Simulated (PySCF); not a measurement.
Compound: C₄H₈ (charge -1 and doublet state).
Structure used (GFN2-xTB), in Å, numbered top down from 1:
```
atom  x, y, z in Å
C1     1.671    0.090    0.974
C2     1.003    0.254   -0.306
C3    -0.307   -0.439   -0.507
C4    -1.520    0.160    0.268
H5     2.652    0.584    1.047
H6     1.732   -0.949    1.331
H7     0.997    1.289   -0.687
H8    -0.216   -1.489   -0.193
H9    -0.585   -0.441   -1.578
H10   -2.443   -0.409    0.104
H11   -1.691    1.190   -0.046
H12   -1.291    0.161    1.332
```

The hyperfine couplings belong to this conformer and change with its torsions.

Identity: `[CH2-][CH]CC` [radical] (charge -1).

Level of theory: UKS B3LYP, pcH-1 on C H, non-relativistic, mean-field spin-orbit, GIAO in PySCF 2.14.0. Whether the extra electron is bound in the gas phase wasn't checked; a finite basis holds it in any case. Couplings are sensitive to structure, and on GFN2-xTB geometries they can be far from those on DFT ones, by a factor of two or more for some ions and for spin on atoms past the first row. The SCF solution wasn't tested for stability.

Task: Where do the isotropic ENDOR lines of H8/H9, H5/H6, H7 and H10/H11/H12 fall at 345.1 mT, to first order?

Result: For S = 1/2 in fast tumbling each set of equivalent nuclei gives two lines, ν± = |νn ± a/2| to first order, with νn = g_N μN B/h and μN/h = 7.62259 MHz/T.

```
     nuclei  isotope     g_N  νn (MHz)  a_iso (MHz)  lower line (MHz)  upper line (MHz)
      H8/H9       1H  5.5857     14.69        13.48              7.96             21.43
      H5/H6       1H  5.5857     14.69         7.21             11.09             18.30
         H7       1H  5.5857     14.69        -5.97             11.71             17.68
H10/H11/H12       1H  5.5857     14.69        -0.98             14.20             15.19
```

Task: Which pairs are centred on the nuclear Larmor frequency, and which on half the coupling?

Result: Centred on νn, since |a| < 2νn: H8/H9, H5/H6, H7 and H10/H11/H12. No pair has |a| > 2νn.

Means are taken over nuclei equivalent by connectivity, which assumes that they swap fast. The three 1H nuclei of mean -1.0 MHz run from -3.4 to 1.8 MHz in the frozen geometry. The 1H value of +13.5 MHz is a mean of couplings from 8.5 to 18.4 MHz in this one geometry, not an average over conformers.

Largest spin populations (Mulliken): C1 (+0.50) and C2 (+0.48). The angles at C1 add up to 340.0°, so it is pyramidal.

Time: 19 s (grids of density and orbitals included); peak memory 0.64 GiB. Hardware: Intel Xeon at 2.60 GHz, one thread, shared host with 96 logical CPUs at a one-minute load of 27.
